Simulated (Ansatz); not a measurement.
# BHO (SMILES B=O): single points off equilibrium

One table from this session's results is given with a row withheld; the runs are named, their logs left out.

Method: single points in def2-TZVPP; program: Ansatz 0.2.0, Gaussian basis.

Cores are frozen in the correlated methods.

## Starting geometry

SMILES `B=O`, 3 atoms, charge 0, spin multiplicity 1.

Atoms are counted from 1 here; the program's logs count them from 0.

Bond lengths: B1–O2 1.218 Å, B1–H3 1.203 Å. Angles: O2–B1–H3 170.2°.

Geometry (Å):

```xyz
3

B    -0.0411    0.0079    0.0307
O     0.9521    0.4976    0.5378
H    -0.9018   -0.5075   -0.6329
```

The first run:

Input file run/in.yaml:

```yaml
crystal:
  periodic: [false, false, false]
  atoms:
    - {symbol: B, position_ang: [-0.041100, 0.007900, 0.030700]}
    - {symbol: O, position_ang: [0.952100, 0.497600, 0.537800]}
    - {symbol: H, position_ang: [-0.901800, -0.507500, -0.632900]}
basis:
  gaussian: {orbitals: def2-TZVPP}
correlation: {method: ccsd_t}
output: {forces: true}
```

No record of the launch command was kept for these runs.

Among the steps run: CCSD(T)/def2-TZVPP; PBE0-D4/def2-TZVPP; wB97M-V/def2-TZVPP; r2SCAN-D4/def2-TZVPP; PBE-D4/def2-TZVPP; BLYP-D4/def2-TZVPP; wB97X-V/def2-TZVPP.

One table of the session follows, with a row left open; its other results are not shown here.

| method | RMS force component (eV/Å) | angle to CCSD(T) forces (°) | dipole (D) |
| --- | --- | --- | --- |
| CCSD(T) | 0.449 | reference | 2.69 |
| PBE0-D4 | 0.768 | 36.2 | 2.82 |
| wB97M-V | 0.757 | 30.5 | 2.83 |
| r2SCAN-D4 | 0.617 | 25.2 | 2.74 |
| PBE-D4 | 0.383 | 7.2 | 2.59 |
| BLYP-D4 | ? | ? | ? |
| wB97X-V | 0.701 | 32.7 | 2.89 |

**Question.** Estimate the row for BLYP-D4.

**Answer.** RMS force component (eV/Å): 0.417; angle to CCSD(T) forces (°): 3.8; dipole (D): 2.62. In the column «RMS force component (eV/Å)» it lies between PBE-D4 (0.383) and CCSD(T) (0.449).
